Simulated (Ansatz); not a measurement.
# [Cl···H···N], quartet in cc-pVTZ: errors against UCCSDT(Q)

Geometry: a point of a hydrogen-transfer path between rigid fragments, not a stationary point.

```yaml
atoms:
  - { symbol: Cl, position_ang: [0.0000, 0.0000, -1.3493] }
  - { symbol: H, position_ang: [0.0000, 0.0000, 0.0647] }
  - { symbol: N, position_ang: [0.0000, 0.0000, 1.2847] }
```

Basis cc-pVTZ; Ansatz 0.2.0. Correlated methods freeze the noble-gas cores, which leaves 13 electrons in 72 orbitals. R marks a restricted (for open shells ROHF) determinant, U an unrestricted one. Active spaces: pair = (5e, 5o) about the gap; valence = (13e, 9o) chosen from the atoms' valence shells.

Full CI isn't at hand for all of this; UCCSDT(Q) serves as the reference, and is uncertain by about the last step of the cluster series. The frozen core follows each run's orbitals, which can shift R against U totals by a few meV.

The UHF ⟨S²⟩ is 3.783 and the T1 diagnostic (RCCSD) is 0.0318. The largest doubles amplitude (RCCSD) is 0.049. The T1 diagnostic (UCCSD) is 0.0162.

```json
{"level": "RHF", "E − E(UCCSDT(Q)) (meV)": "10228", "share of correlation (%)": "0.00", "wall time": "–"}
{"level": "UHF", "E − E(UCCSDT(Q)) (meV)": "9960", "share of correlation (%)": "2.61", "wall time": "–"}
{"level": "RMP2", "E − E(UCCSDT(Q)) (meV)": "1388", "share of correlation (%)": "86.43", "wall time": "–"}
{"level": "UMP2", "E − E(UCCSDT(Q)) (meV)": "1361", "share of correlation (%)": "86.69", "wall time": "–"}
{"level": "RCCSD", "E − E(UCCSDT(Q)) (meV)": "410", "share of correlation (%)": "95.99", "wall time": "–"}
{"level": "UCCSD", "E − E(UCCSDT(Q)) (meV)": "397", "share of correlation (%)": "96.12", "wall time": "–"}
{"level": "RCCSD(T)", "E − E(UCCSDT(Q)) (meV)": "50", "share of correlation (%)": "99.51", "wall time": "19 s"}
{"level": "UCCSD(T)", "E − E(UCCSDT(Q)) (meV)": "47", "share of correlation (%)": "99.54", "wall time": "17 s"}
{"level": "BCCD(T)", "E − E(UCCSDT(Q)) (meV)": "49", "share of correlation (%)": "99.52", "wall time": "5.5 s (H100)"}
{"level": "RCCSDT", "E − E(UCCSDT(Q)) (meV)": "20", "share of correlation (%)": "99.80", "wall time": "–"}
{"level": "UCCSDT", "E − E(UCCSDT(Q)) (meV)": "16", "share of correlation (%)": "99.84", "wall time": "–"}
{"level": "RCCSDT(Q)", "E − E(UCCSDT(Q)) (meV)": "4", "share of correlation (%)": "99.96", "wall time": "19 s (H100)"}
{"level": "CASSCF (pair space)", "E − E(UCCSDT(Q)) (meV)": "9646", "share of correlation (%)": "5.68", "wall time": "–"}
{"level": "NEVPT2 (pair space)", "E − E(UCCSDT(Q)) (meV)": "1341", "share of correlation (%)": "86.89", "wall time": "3.6 s (H100)"}
{"level": "MRCISD (pair space)", "E − E(UCCSDT(Q)) (meV)": "1091", "share of correlation (%)": "89.34", "wall time": "–"}
{"level": "MRCISD+Q (pair space)", "E − E(UCCSDT(Q)) (meV)": "202", "share of correlation (%)": "98.03", "wall time": "7.5 s (H100)"}
{"level": "CASSCF (valence space)", "E − E(UCCSDT(Q)) (meV)": "9436", "share of correlation (%)": "7.74", "wall time": "–"}
{"level": "NEVPT2 (valence space)", "E − E(UCCSDT(Q)) (meV)": "1918", "share of correlation (%)": "81.25", "wall time": "2.1 s"}
{"level": "MRCISD (valence space)", "E − E(UCCSDT(Q)) (meV)": "1024", "share of correlation (%)": "89.99", "wall time": "–"}
{"level": "MRCISD+Q (valence space)", "E − E(UCCSDT(Q)) (meV)": "177", "share of correlation (%)": "98.27", "wall time": "3.8 s (H100)"}
```

The correlation energy at UCCSDT(Q), counted from RHF, is -10.228 eV. That run took 17 s on 2 threads of AMD EPYC 7R13 with a shared H100 80 GB, shared host.

Times hold each run's SCF and search for its determinant on a shared host, so for small cases they say little of a method's own cost; rows without a card ran on 1 thread of AMD EPYC 7R13.

Natural occupations of CASSCF (valence space) about the gap: 1.995 1.970 1.003 1.001 1.001 0.034; effectively unpaired electrons, Σ n²(2−n)², 3.01.
